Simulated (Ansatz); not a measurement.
# hcp Cd

All values below come from rVV10 in Ansatz (plane waves, PAW).

Numerical settings: plane-wave cutoff 520 eV, 24×24×10 k mesh (along the axes of the cell as run), Fermi–Dirac smearing 0.05 eV, scalar-relativistic PAW data made under PBE.

Cell (relaxed at this level):

```
CELL_PARAMETERS angstrom
      1.51944    -2.63175     0.00000
      1.51944     2.63175     0.00000
      0.00000     0.00000     5.77804
ATOMIC_POSITIONS crystal
  Cd 0.33333 0.66667 0.25000
  Cd 0.66667 0.33333 0.75000
```

For hcp Cd, the bulk modulus B0 is 38.6 GPa. The band gap is none and the pressure derivative B′ of the bulk modulus comes out as 6.4.

Measured, for comparison: bulk modulus 53.8 GPa (zero-point energy and finite temperature contributions removed, our sources range from 50.7 to 53.8; as tabulated in doi:10.1021/acs.jctc.3c00612). Computed (rounded) less measured: bulk modulus -28 % (-24 % to -28 % over the range).

Note: the bulk modulus comes from volumes at which shape and atoms were relaxed.

Spin–orbit coupling is not included.

Computed values are for the static lattice.

Ansatz is a quantum-chemistry and plane-wave program.
